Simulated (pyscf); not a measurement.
Single points on ωB97X-D3(BJ)/def2-SVP structures (PySCF, gas phase).

SMILES: [CH3][Ga]=[O]
```xyz
6

C      0.3905    -0.6418    -0.1707
Ga     1.5481     0.3057     1.0401
O      2.5342     1.1130     2.0723
H     -0.6385    -0.6400     0.2172
H      0.7319    -1.6817    -0.2778
H      0.4032    -0.1564    -1.1574
```
Charge 0, spin multiplicity 1.

Problem. List the bond dissociation enthalpies at 298 K of H₃C–Ga=O from ωB97M-D3(BJ)/def2-TZVP, from the weakest bond up.

Solution. C–Ga to CH₃• + [O=Ga]•: 67.4 kcal/mol; C–H to •H₂C–Ga=O + H•: 102.2 kcal/mol. Ring and multiple bonds, and those that leave no two simple radicals, are not listed. The radicals are drawn with the spin at the cut bond; how far it spreads was not checked. Other isomers of •H₂C–Ga=O were not searched in full and may lie lower. The term symbol of open-shell O=Ga was not checked; spin-orbit terms are left out. Elements up to Kr have no core potential and no relativistic terms here.
